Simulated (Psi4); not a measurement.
Reaction (SMILES): FOF + H+ → [OH+](F)F
B3LYP-D3(BJ)/def2-TZVP geometries, fixed; electronic energies without zero-point terms; positive where energy is released.
Largest species:
```xyz
4

F     -0.0223     1.1178    -0.2910
O      0.1853    -0.0026     0.5040
F     -0.0746    -1.1175    -0.2833
H     -0.6103     0.0182     1.1366
```
Charge +1, spin multiplicity 1.

Basis-set convergence of the proton affinity at PBE with Psi4. Cartesian d functions, on some or all atoms, in 6-31G**; all else is spherical. Density fitting with the program's default auxiliary sets. Psi4's default fitting sets serve the pcseg sets less well. The proton sits at the site shown, which need not be the one that binds it best. No added dispersion term, no relativity. Functions are those of the species that has most. Reference: the value in aug-cc-pVQZ, 115.55 kcal/mol, itself unsure by roughly 0.53 kcal/mol (its mean distance from def2-QZVPPD, def2-QZVPP, cc-pVQZ).

```csv
basis,functions,proton affinity (kcal/mol)
3-21G,29,113.83
6-31G,29,104.44
def2-SV(P),44,110.34
cc-pVDZ,47,…
def2-SVP,47,…
pcseg-1,47,110.35
6-31G**,50,120.80
6-311G**,60,…
6-311+G**,72,110.75
aug-cc-pVDZ,78,…
aug-pcseg-1,78,112.15
cc-pVTZ,104,117.34
pcseg-2,104,114.74
aug-cc-pVTZ,161,115.28
aug-pcseg-2,161,115.22
cc-pVQZ,195,116.70
def2-QZVPP,201,115.97
aug-cc-pVQZ,286,115.55
```

### Question
Fill in the missing entries.

### Answer

- cc-pVDZ, proton affinity (kcal/mol): 116.61
- def2-SVP, proton affinity (kcal/mol): 116.30
- 6-311G**, proton affinity (kcal/mol): 115.03
- aug-cc-pVDZ, proton affinity (kcal/mol): 113.65
